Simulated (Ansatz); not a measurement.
`C#CCCF` + H₂ → `C#CCC` + H–F at 600 K and 1 bar (hydrogenolysis of a C–F bond).

Computed with Ansatz on PBE0-D4/def2-TZVP structures; ΔE is electronic, products minus reactants. CCSD(T)/CBS adds triple-zeta CCSD(T) − MP2 to the extrapolated MP2 energy (def2 sets, frozen cores). This one scheme is used for every species. Each species was taken in one conformer, which may not be the lowest.

```csv
species,CCSD(T)/CBS energy (Eh),H − E (kJ/mol),S (J/(mol·K))
`C#CCCF`,-254.93558,255.6,386.1
H₂,-1.17544,43.9,150.8
`C#CCC`,-155.75665,270.0,360.0
H–F,-100.39570,42.3,194.0
```

H − E and S are ideal-gas, rigid-rotor, harmonic terms from PBE0-D4/def2-TZVP, for one conformer and one mirror image of each species. The MP2-based limit puts H₂ 0.8 mEh under its directly extrapolated value; such offsets cancel only in part. 1 Eh = 2625.50 kJ/mol, R = 8.31446 J/(mol·K).

Task: By hand: ΔE, ΔH, ΔS and ΔG.

Result: ΔE = (-155.75665) + (-100.39570) − (-254.93558) − (-1.17544) = -0.04133 Eh = -108.5 kJ/mol. Δ(H − E) = 270.0 + 42.3 − 255.6 − 43.9 = 12.8, so ΔH = -95.7 kJ/mol. ΔS = 360.0 + 194.0 − 386.1 − 150.8 = 17.1 J/(mol·K). ΔG = -95.7 − 600 × (17.1)/1000 = -106.0 kJ/mol.

Task: By hand: the equilibrium constant, and the temperature at which ΔG would vanish if ΔH and ΔS stayed fixed.

Result: log₁₀ K = −ΔG/(RT ln 10) = 9.2. ΔH and −TΔS have one sign here, so there is no such temperature.

ΔH outweighs TΔS. A doubt of 5 kJ/mol in ΔE shifts log₁₀ K by 0.4 here. Other conformers and mirror images would add mixing entropy, several J/(mol·K) or more a flexible species. These are equilibria of isolated gas molecules and say nothing of rates. Largest T1 diagnostic: 0.011 (customary marks: 0.02 for closed shells, 0.045 for open ones).
